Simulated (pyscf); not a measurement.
Thermochemistry of product channels of H₃Si–SeH + H₂Se on the singlet surface, in kcal/mol, from ωB97M-D3(BJ)/def2-TZVP energies (ideal gas, 1 atm, RRHO with modes under 100 cm⁻¹ raised to 100, one conformer, R ln 2 for chiral ones without a mode under 150 cm⁻¹). Structures and frequencies: ωB97X-D3(BJ)/def2-SVP in PySCF.

| products | ΔE | ΔH(298 K) | ΔG(298 K) | ΔG(900 K) |
|---|---|---|---|---|
| HSe–SiH₂–SeH + hydrogen (H₂) | ? | -10.7 | -7.9 | -3.9 |
| H₃Si–Se–SeH + hydrogen (H₂) | ? | +4.1 | +6.6 | +10.2 |

**Question.** Some entries are withheld; supply them.

**Answer.** 
- HSe–SiH₂–SeH + hydrogen (H₂), ΔE: -9.8
- H₃Si–Se–SeH + hydrogen (H₂), ΔE: +4.8

These are energies of the channels, which say nothing of barriers. Elements up to Kr have no core potential and no relativistic terms here.
